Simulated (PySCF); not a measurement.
# Energy of F (fluorine, neutral) between two integer charges

The 2p beta orbital of [He] 2s2 2p5 is emptied in steps (occupation f), with all orbitals relaxed, ending at [He] 2s2 2p4. Computed with PySCF 2.14 in aug-cc-pVTZ-DK (5s4p3d2f, 46 functions), with the spin-free X2C one-electron Hamiltonian (Gaussian nucleus). The exact energy is a straight line in f; departures are measured from the line between the end points of the same method.

```
   f  UHF (eV)  LDA (eV)  PBE (eV)  PBE0 (eV)  r2SCAN (eV)  LC-wPBE (eV)  BHandHLYP (eV)  wB97X (eV)  r2SCAN0 (eV)  MN15 (eV)
   1     0.000     0.000     0.000      0.000        0.000         0.000           0.000       0.000         0.000      0.000
0.75     0.497    -1.443    -1.392     -0.923       -1.265        -0.418          -0.470      -0.435        -0.831     -0.744
 0.5     0.622    -1.944    -1.866     -1.236       -1.671        -0.558          -0.642      -0.582        -1.098     -0.990
0.25     0.440    -1.469    -1.399     -0.926       -1.229        -0.413          -0.492      -0.431        -0.805     -0.733
   0     0.000     0.000     0.000      0.000        0.000         0.000           0.000       0.000         0.000      0.000
```

```json
{"method": "UHF", "E(f=0) − E(f=1) (eV)": "15.659", "−ε at f=1 (eV)": "18.499", "−ε at f=0.5 (eV)": "15.507"}
{"method": "LDA", "E(f=0) − E(f=1) (eV)": "17.959", "−ε at f=1 (eV)": "10.366", "−ε at f=0.5 (eV)": "17.888"}
{"method": "PBE", "E(f=0) − E(f=1) (eV)": "17.655", "−ε at f=1 (eV)": "10.299", "−ε at f=0.5 (eV)": "17.633"}
{"method": "PBE0", "E(f=0) − E(f=1) (eV)": "17.447", "−ε at f=1 (eV)": "12.562", "−ε at f=0.5 (eV)": "17.439"}
{"method": "r2SCAN", "E(f=0) − E(f=1) (eV)": "17.548", "−ε at f=1 (eV)": "10.791", "−ε at f=0.5 (eV)": "17.638"}
{"method": "LC-wPBE", "E(f=0) − E(f=1) (eV)": "17.757", "−ε at f=1 (eV)": "15.561", "−ε at f=0.5 (eV)": "17.767"}
{"method": "BHandHLYP", "E(f=0) − E(f=1) (eV)": "17.309", "−ε at f=1 (eV)": "14.876", "−ε at f=0.5 (eV)": "17.250"}
{"method": "wB97X", "E(f=0) − E(f=1) (eV)": "17.440", "−ε at f=1 (eV)": "15.151", "−ε at f=0.5 (eV)": "17.450"}
{"method": "r2SCAN0", "E(f=0) − E(f=1) (eV)": "17.374", "−ε at f=1 (eV)": "12.932", "−ε at f=0.5 (eV)": "17.441"}
{"method": "MN15", "E(f=0) − E(f=1) (eV)": "17.626", "−ε at f=1 (eV)": "13.671", "−ε at f=0.5 (eV)": "17.652"}
```

Orbital energy along the path (eV):

```
   f      UHF      LDA      PBE     PBE0   r2SCAN  LC-wPBE  BHandHLYP    wB97X  r2SCAN0     MN15
   1  -18.499  -10.366  -10.299  -12.562  -10.791  -15.561    -14.876  -15.151  -12.932  -13.671
0.75  -16.853  -14.044  -13.902  -14.962  -14.200  -16.630    -16.006  -16.262  -15.175  -15.638
 0.5  -15.507  -17.888  -17.633  -17.439  -17.638  -17.767    -17.250  -17.450  -17.441  -17.652
0.25  -14.387  -21.841  -21.402  -19.931  -20.955  -18.894    -18.580  -18.631  -19.616  -19.638
   0  -13.440  -25.828  -25.070  -22.346  -23.892  -19.900    -19.992  -19.645  -21.520  -21.415
```

Reference removal energy between the ground levels: 17.423 eV (measured; NIST Atomic Spectra Database, ionization energies). The calculation has no spin-orbit coupling. UHF lacks correlation.
